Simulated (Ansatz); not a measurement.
Relaxation of CH6Si (8 atoms, charge 0, multiplicity 1), to a largest force component of 0.03 eV/Å in at most 50 steps.

The calculation used RKS PBE-D4/def2-SVP (Ansatz 0.2.0).

```xyz
8
Properties=species:S:1:pos:R:3
Si 0.269 -0.001 0.046
C 0.854 -0.013 1.816
H 0.099 -0.128 2.619
H 1.587 -0.834 1.928
H 1.396 0.934 2.001
H 1.657 0.148 -0.392
H -0.593 1.175 -0.329
H -0.365 -1.281 -0.427
```

Q: Where does it end, and by what steps?

A: The run converged. After 4 steps the energy has fallen by 0.300 eV; H6 moved furthest, 0.45 Å.

```json
{"step": "0", "energy less start (eV)": "0.0000", "largest force component (eV/Å)": "1.290", "accepted": "yes"}
{"step": "1", "energy less start (eV)": "-0.2150", "largest force component (eV/Å)": "0.391", "accepted": "yes"}
{"step": "2", "energy less start (eV)": "-0.2754", "largest force component (eV/Å)": "0.262", "accepted": "yes"}
{"step": "3", "energy less start (eV)": "-0.2994", "largest force component (eV/Å)": "0.112", "accepted": "yes"}
{"step": "4", "energy less start (eV)": "-0.2999", "largest force component (eV/Å)": "0.005", "accepted": "yes"}
```

```xyz
8
Properties=species:S:1:pos:R:3
Si 0.380 0.011 0.046
C 0.873 -0.013 1.871
H -0.019 -0.127 2.519
H 1.562 -0.855 2.081
H 1.385 0.930 2.152
H 1.594 0.165 -0.833
H -0.555 1.157 -0.240
H -0.316 -1.269 -0.336
```

Time of the run: 7.2 s on 1 thread of Arm Neoverse V1, on a shared host, peak memory 0.1 GiB.
